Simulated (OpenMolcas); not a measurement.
BC at 1.487 Å: OpenMolcas input and output

Input (each module block was a call of its own in one work directory; start orbitals came from a preliminary run):

```
&GATEWAY
Coord
2
angstrom
C 0.0 0.0 0.0
B 0.0 0.0 1.4870
Basis=ANO-RCC-VTZP
Group=XY
RX2C
AMFI
ANGMom
0.0 0.0 0.0
RICD
&SEWARD
&GUESSORB
* RASSCF and CASPT2 blocks for each multiplicity and irrep, as for the first:
&RASSCF
FileOrb=$CurrDir/o41.orb
Symmetry=1
Spin=4
nActEl=7 0 0
Inactive=2 0
RAS2=4 4
CIRoot=5 5 1
Linear
Iterations=120 100
OrbListing=Nothing
PRWF=0.15
>>COPY $Project.RasOrb $CurrDir/o41.orb
>>COPY $Project.rasscf.h5 $CurrDir/r41.h5
&CASPT2
XMultistate=all
Imaginary=0.2
IPEA=0.25
MaxIter=40
>>COPY $Project.JobMix JOB001
&RASSI
Nr of JobIphs=5 5 6 7 4 2
1 2 3 4 5
1 2 3 4 5 6
1 2 3 4 5 6 7
1 2 3 4
1 2
SpinOrbit
EJob
Omega
MEES
MESO
Properties=4
'AngMom' 3 'Mltpl  1' 1 'Mltpl  1' 2 'Mltpl  1' 3
Thrs=1.0d-4
>>COPY $Project.rassi.h5 $CurrDir/so.h5
```

```bash
pymolcas m.inp
```

C2 symmetry about the axis (a holds Σ, Δ, Γ; b holds Π, Φ, H; Σ⁺ and Σ⁻ are not told apart); roots by multiplicity and irrep: 4a 5, 2b 6, 2a 7, 4b 4, 6b 2.

RASSI part of the output, in excerpt:

```
SPIN-FREE ENERGIES:
  (Shifted by EMIN (a.u.) =        -62.5474432666)
 SF State       Relative EMIN(au)   Rel lowest level(eV)    D:o, cm**(-1)      Abs_M
     1             0.0000000000        0.0000000000              0.0000         0.0
     6             0.0177089479        0.4818850222           3886.6648         1.0
     7             0.0177089507        0.4818850977           3886.6654         1.0
    12             0.0403286522        1.0973985306           8851.1161         0.0
    13             0.0412294835        1.1219113998           9048.8257         2.0
    14             0.0414145928        1.1269484816           9089.4525         2.0
    19             0.0467854803        1.2730977764          10268.2261         1.0
    20             0.0467854842        1.2730978800          10268.2269         1.0
    15             0.0562872695        1.5316546322          12353.6277         0.0
     8             0.0789051814        2.1471193669          17317.6856         1.0
     9             0.0789051875        2.1471195336          17317.6869         1.0
     2             0.0811981742        2.2095148794          17820.9393         0.0
    10             0.0964791610        2.6253317148          21174.7283         1.0
    11             0.0964791617        2.6253317342          21174.7285         1.0
    16             0.1145712569        3.1176427235          25145.4844         0.0
    17             0.1430698928        3.8931301134          31400.2120         2.0
    18             0.1433134439        3.8997574754          31453.6653         2.0
    23             0.1489847366        4.0540812117          32698.3701         1.0
    24             0.1489847399        4.0540813010          32698.3709         1.0
    21             0.1686154891        4.5882611998          37006.8223         1.0
    22             0.1686155004        4.5882615084          37006.8248         1.0
     3             0.1883459444        5.1251542405          41337.1567         2.0
     4             0.1884494906        5.1279718761          41359.8825         2.0
     5             0.1927616085        5.2453105822          42306.2830         0.0
++ Dipole transition strengths (spin-free states):
     for osc. strength at least  1.00000000E-05
      From   To        Osc. strength     Einstein coefficients Ax, Ay, Az (sec-1)    Total A (sec-1)
         1   19       1.27413760E-05  8.36388515E+02  5.96968825E+01  0.00000000E+00  8.96085398E+02
         1   20       1.27409046E-05  5.96990572E+01  8.36353336E+02  0.00000000E+00  8.96052393E+02
         1    2       2.81132676E-02  0.00000000E+00  0.00000000E+00  5.95545212E+06  5.95545212E+06
         1   21       6.47887780E-04  5.83011926E+05  8.82983330E+03  0.00000000E+00  5.91841759E+05
         1   22       6.47898216E-04  8.82964245E+03  5.83021729E+05  0.00000000E+00  5.91851372E+05
         6   12       1.34459356E-03  1.77564727E+02  2.19266838E+04  0.00000000E+00  2.21042485E+04
         6   13       4.45849787E-04  1.42525119E+03  6.49965004E+03  0.00000000E+00  7.92490124E+03
         6   14       4.49645620E-04  6.65890822E+03  1.45976010E+03  0.00000000E+00  8.11866832E+03
         6   15       8.50353235E-04  4.03499769E+04  3.12788382E+02  0.00000000E+00  4.06627653E+04
         6   10       1.02514856E-04  0.00000000E+00  0.00000000E+00  2.04372158E+04  2.04372158E+04
         6   16       1.27019642E-03  3.79878973E+05  3.02634878E+03  0.00000000E+00  3.82905322E+05
         6   17       1.07056668E-04  8.07021399E+03  4.59864349E+04  0.00000000E+00  5.40566489E+04
         6   18       1.05743613E-04  4.55786694E+04  8.02263985E+03  0.00000000E+00  5.36013093E+04
         7   12       1.34458415E-03  2.19265229E+04  1.77565455E+02  0.00000000E+00  2.21040884E+04
         7   13       4.45857111E-04  6.49978235E+03  1.42524720E+03  0.00000000E+00  7.92502955E+03
         7   14       4.49647434E-04  1.45979538E+03  6.65890380E+03  0.00000000E+00  8.11869917E+03
         7   15       8.50353380E-04  3.12782041E+02  4.03499844E+04  0.00000000E+00  4.06627664E+04
         7   11       1.02514723E-04  0.00000000E+00  0.00000000E+00  2.04371881E+04  2.04371881E+04
         7   16       1.27019612E-03  3.02636155E+03  3.79878848E+05  0.00000000E+00  3.82905209E+05
         7   17       1.07056958E-04  4.59864043E+04  8.07038861E+03  0.00000000E+00  5.40567929E+04
         7   18       1.05743576E-04  8.02265547E+03  4.55786327E+04  0.00000000E+00  5.36012881E+04
        12    8       3.70910268E-03  8.93100786E+01  1.77258586E+05  0.00000000E+00  1.77347896E+05
        12    9       3.70907829E-03  1.77257475E+05  8.93113323E+01  0.00000000E+00  1.77346786E+05
        12   10       8.52558292E-04  1.66212176E+02  8.61996988E+04  0.00000000E+00  8.63659110E+04
        12   11       8.52549192E-04  8.61987784E+04  1.66212901E+02  0.00000000E+00  8.63649913E+04
        13    8       1.20342423E-03  1.50081250E+04  3.98766950E+04  0.00000000E+00  5.48848200E+04
        13    9       1.20344594E-03  3.98775833E+04  1.50082450E+04  0.00000000E+00  5.48858283E+04
        13   10       5.74917361E-04  1.21877851E+04  4.41988010E+04  0.00000000E+00  5.63865861E+04
        13   11       5.74922523E-04  4.41994201E+04  1.21876737E+04  0.00000000E+00  5.63870938E+04
        13   17       4.79350331E-02  0.00000000E+00  0.00000000E+00  1.59736508E+07  1.59736508E+07
        13   18       8.01324272E-05  0.00000000E+00  0.00000000E+00  2.68308358E+04  2.68308358E+04
        14    8       1.19949601E-03  3.93633499E+04  1.48060725E+04  0.00000000E+00  5.41694224E+04
        14    9       1.19950186E-03  1.48063677E+04  3.93633367E+04  0.00000000E+00  5.41697044E+04
        14   10       5.70108791E-04  4.35179845E+04  1.20229390E+04  0.00000000E+00  5.55409235E+04
        14   11       5.70110699E-04  1.20231135E+04  4.35179973E+04  0.00000000E+00  5.55411108E+04
        14   17       7.88984424E-05  0.00000000E+00  0.00000000E+00  2.61962644E+04  2.61962644E+04
        14   18       4.81536257E-02  0.00000000E+00  0.00000000E+00  1.60649156E+07  1.60649156E+07
        19    2       1.29909768E-03  4.61059055E+04  3.32402857E+03  0.00000000E+00  4.94299341E+04
        19   21       2.38472413E-05  0.00000000E+00  0.00000000E+00  1.13725428E+04  1.13725428E+04
        19    3       7.38966397E-04  2.35604254E+04  4.52234196E+05  0.00000000E+00  4.75794621E+05
        19    4       7.39503350E-04  4.53225057E+05  2.36121024E+04  0.00000000E+00  4.76837160E+05
        19    5       2.46063222E-05  1.14898575E+03  1.56979636E+04  0.00000000E+00  1.68469493E+04
        20    2       1.29909660E-03  3.32402937E+03  4.61058526E+04  0.00000000E+00  4.94298820E+04
        20   22       2.38501260E-05  0.00000000E+00  0.00000000E+00  1.13739199E+04  1.13739199E+04
        20    3       7.38963634E-04  4.52232372E+05  2.35604454E+04  0.00000000E+00  4.75792817E+05
        20    4       7.39502271E-04  2.36120333E+04  4.53224405E+05  0.00000000E+00  4.76836438E+05
        20    5       2.46063042E-05  1.56978964E+04  1.14903975E+03  0.00000000E+00  1.68469362E+04
        15    8       1.13434023E-03  1.86347080E+04  1.01565061E+01  0.00000000E+00  1.86448645E+04
        15    9       1.13433833E-03  1.01546757E+01  1.86346888E+04  0.00000000E+00  1.86448434E+04
        15   10       1.08190816E-04  5.60395320E+03  1.14140831E+01  0.00000000E+00  5.61536729E+03
        15   11       1.08191243E-04  1.14120594E+01  5.60397759E+03  0.00000000E+00  5.61538965E+03
        15   16       1.69761221E-04  0.00000000E+00  0.00000000E+00  1.85288252E+04  1.85288252E+04
         8   10       1.92461977E-04  0.00000000E+00  0.00000000E+00  1.90983595E+03  1.90983595E+03
         8   16       2.65390505E-04  1.08418887E+04  5.04323979E+00  0.00000000E+00  1.08469319E+04
         8   17       6.26449839E-04  1.97137181E+04  6.31548197E+04  0.00000000E+00  8.28685378E+04
         8   18       6.25410492E-04  6.35150184E+04  1.98452708E+04  0.00000000E+00  8.33602893E+04
         9   11       1.92461696E-04  0.00000000E+00  0.00000000E+00  1.90983198E+03  1.90983198E+03
         9   16       2.65390055E-04  5.04290252E+00  1.08418669E+04  0.00000000E+00  1.08469098E+04
         9   17       6.26449787E-04  6.31547136E+04  1.97138014E+04  0.00000000E+00  8.28685151E+04
         9   18       6.25409414E-04  1.98452242E+04  6.35149055E+04  0.00000000E+00  8.33601297E+04
         2   21       5.18916760E-03  1.25517367E+06  1.89262998E+04  0.00000000E+00  1.27409997E+06
         2   22       5.18918614E-03  1.89262361E+04  1.25517862E+06  0.00000000E+00  1.27410486E+06
        10   16       1.05309468E-03  1.10538942E+04  2.14201686E+01  0.00000000E+00  1.10753144E+04
        10   17       1.37696293E-03  1.76489237E+04  7.83866631E+04  0.00000000E+00  9.60355868E+04
        10   18       1.38663245E-03  7.97696372E+04  1.79540828E+04  0.00000000E+00  9.77237200E+04
        11   16       1.05309432E-03  2.14206453E+01  1.10538891E+04  0.00000000E+00  1.10753098E+04
        11   17       1.37696235E-03  7.83866710E+04  1.76488729E+04  0.00000000E+00  9.60355439E+04
        11   18       1.38663278E-03  1.79540958E+04  7.97696445E+04  0.00000000E+00  9.77237403E+04
        21    3       1.95662847E-04  6.19808918E+01  2.38535436E+03  0.00000000E+00  2.44733525E+03
        21    4       1.96689223E-04  2.42310094E+03  6.29620837E+01  0.00000000E+00  2.48606302E+03
        21    5       3.17386168E-04  8.85626571E+01  5.85700833E+03  0.00000000E+00  5.94557098E+03
        22    3       1.95661156E-04  2.38533026E+03  6.19810336E+01  0.00000000E+00  2.44731130E+03
        22    4       1.96687954E-04  6.29616007E+01  2.42308252E+03  0.00000000E+00  2.48604412E+03
        22    5       3.17385999E-04  5.85699909E+03  8.85631402E+01  0.00000000E+00  5.94556223E+03
 Electric-quadrupole - electric-quadrupole not included
 Electric-dipole - electric-octupole not included
 Electric-dipole - magnetic-quadrupole not included
   Eigenvalues of complex Hamiltonian:
  (Shifted by EMIN (a.u.) =        -62.5474432666)
 SO State       Relative EMIN(au)   Rel lowest level(eV)    D:o, cm**(-1)      Omega
     1            -0.0000001391        0.0000000000              0.0000         0.5
     2            -0.0000001391        0.0000000000              0.0000         0.5
     3            -0.0000000816        0.0000015655              0.0126         1.5
     4            -0.0000000816        0.0000015655              0.0126         1.5
     5             0.0176716091        0.4808727656           3878.5004         1.5
     6             0.0176716091        0.4808727656           3878.5004         1.5
     7             0.0177462416        0.4829036184           3894.8804         0.5
     8             0.0177462416        0.4829036184           3894.8804         0.5
     9             0.0403284847        1.0973977584           8851.1098         0.5
    10             0.0403284847        1.0973977584           8851.1098         0.5
    11             0.0412293038        1.1219102950           9048.8168         2.1
    12             0.0412293038        1.1219102950           9048.8168         2.1
    13             0.0414144781        1.1269491439           9089.4578         2.0
    14             0.0414144781        1.1269491439           9089.4578         2.0
    15             0.0467485044        1.2720953942          10260.1413         2.5
    16             0.0467485044        1.2720953942          10260.1413         2.5
    17             0.0467731263        1.2727653904          10265.5452         1.5
    18             0.0467731263        1.2727653904          10265.5452         1.5
    19             0.0467978330        1.2734376950          10270.9677         0.5
    20             0.0467978330        1.2734376950          10270.9677         0.5
    21             0.0468226244        1.2741123012          10276.4087         0.5
    22             0.0468226244        1.2741123012          10276.4087         0.5
    23             0.0562874892        1.5316643942          12353.7065         0.5
    24             0.0562874892        1.5316643942          12353.7065         0.5
    25             0.0788595648        2.1458818619          17307.7044         0.5
    26             0.0788595648        2.1458818619          17307.7044         0.5
    27             0.0789498744        2.1483393108          17327.5251         1.5
    28             0.0789498744        2.1483393108          17327.5251         1.5
    29             0.0811983596        2.2095237101          17821.0106         0.5
    30             0.0811983596        2.2095237101          17821.0106         0.5
    31             0.0811988281        2.2095364592          17821.1134         1.5
    32             0.0811988281        2.2095364592          17821.1134         1.5
    33             0.0964702257        2.6250923577          21172.7978         0.5
    34             0.0964702257        2.6250923577          21172.7978         0.5
    35             0.0964881921        2.6255812477          21176.7409         1.5
    36             0.0964881921        2.6255812477          21176.7409         1.5
    37             0.1145712939        3.1176475165          25145.5230         0.5
    38             0.1145712939        3.1176475165          25145.5230         0.5
    39             0.1430697943        3.8931312174          31400.2209         2.0
    40             0.1430697943        3.8931312174          31400.2209         2.0
    41             0.1433135721        3.8997647497          31453.7239         2.1
    42             0.1433135721        3.8997647497          31453.7239         2.1
    43             0.1489422503        4.0529288864          32689.0760         1.5
    44             0.1489422503        4.0529288864          32689.0760         1.5
    45             0.1489592272        4.0533908521          32692.8020         0.5
...
```

Only roots inside an energy window near the equilibrium distance were included, so the list of states is not complete; labels number the states computed. Each spin and symmetry block has orbitals of its own, averaged over its own roots, so gaps between blocks are less sure than gaps within one and near the minimum can be off by tenths of an eV, in bad cases by more. No Rydberg orbitals are active, so Rydberg states, and σ→σ* states whose orbital the CASSCF left unused, can be missing between those listed. CASPT2 splits the two components of degenerate states numerically, here by up to 53 cm⁻¹. No roots were computed in block 6a (none fell in the window or the block failed), so states of that kind are missing and can lie low or lowest.
